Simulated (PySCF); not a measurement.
C5H9N.
SMILES with atom numbers: `[H]/[N:6]=[C:4](\[C:2](=[CH2:1])[CH3:3])[CH3:5]` (hydrogens: H7, H8 on C1; H9, H10, H11 on C3; H12, H13, H14 on C5; H15 on N6)

The same species was optimised twice, with GFN2-xTB and with PBE0-D3(BJ)/def2-SVP (PySCF), and the same property calculations (PySCF, gas phase) were run on both structures.

| coordinate | GFN2-xTB | PBE0-D3(BJ)/def2-SVP | change |
| --- | --- | --- | --- |
| C2–C4 (Å) | 1.486 | 1.498 | +0.012 |
| C4=N6 (Å) | 1.263 | 1.275 | +0.012 |
| C1=C2 (Å) | 1.329 | 1.340 | +0.011 |
| C4–C5 (Å) | 1.498 | 1.503 | +0.005 |
| C2–C3 (Å) | 1.499 | 1.501 | +0.002 |
| C5–C4–N6 (°) | 117.7 | 118.8 | +1.1 |
| C2–C4–N6 (°) | 125.2 | 124.2 | -1.0 |
| C1–C2–C4 (°) | 120.2 | 119.9 | -0.3 |
| C3–C2–C4 (°) | 117.5 | 117.8 | +0.3 |
| C2–C4–C5 (°) | 117.1 | 117.0 | -0.1 |
| C1–C2–C3 (°) | 122.2 | 122.3 | +0.1 |
| C1–C2–C4–C5 (°) | 143 | 141 | -2 |

Rotational constants: A = 4931, B = 3260, C = 2171 MHz (GFN2-xTB) against A = 4855, B = 3207, C = 2160 MHz (PBE0-D3(BJ)/def2-SVP). Point groups within 0.08 Å: C1 and C1.

On the GFN2-xTB structure: lowest singlet, TDDFT (eV) 4.64 [PBE0/def2-SVPD]; lowest triplet, Tamm–Dancoff (eV) 3.62 [PBE0/def2-SVPD]; isotropic polarisability (au) 68.3 [PBE0/def2-SVPD]; HOMO (eV) -7.17 [PBE0/def2-SVPD]; LUMO (eV) -0.92 [PBE0/def2-SVPD]; dipole (D) 2.44 [PBE0/def2-SVPD].

Q: What do these properties become on the PBE0-D3(BJ)/def2-SVP structure?

A: 
```
                                    property           level  on GFN2-xTB  on PBE0-D3(BJ)/def2-SVP  change
                  lowest singlet, TDDFT (eV)  PBE0/def2-SVPD         4.64                     4.81   +0.17
           lowest triplet, Tamm–Dancoff (eV)  PBE0/def2-SVPD         3.62                     3.63   +0.01
               isotropic polarisability (au)  PBE0/def2-SVPD         68.3                     69.4    +1.1
                                   HOMO (eV)  PBE0/def2-SVPD        -7.17                    -7.29   -0.12
                                   LUMO (eV)  PBE0/def2-SVPD        -0.92                    -0.95   -0.03
                                  dipole (D)  PBE0/def2-SVPD         2.44                     2.58   +0.14
energy, GFN2-xTB geometry as zero (kcal/mol)  PBE0/def2-SVPD          0.0                     -1.2    -1.2
```

The heavy atoms differ by 0.024 Å rms after alignment. Among bonds between heavy atoms C1=C2, C2–C4 and C4=N6 change most and about equally (+0.011 to +0.012 Å). Changes are differences of the printed values. Neither structure is proved a minimum here.

Conformer computed: `[H]/[N:6]=[C:4](\[C:2](=[CH2:1])[CH3:3])[CH3:5]`: C1–C2–C4–C5 141°.
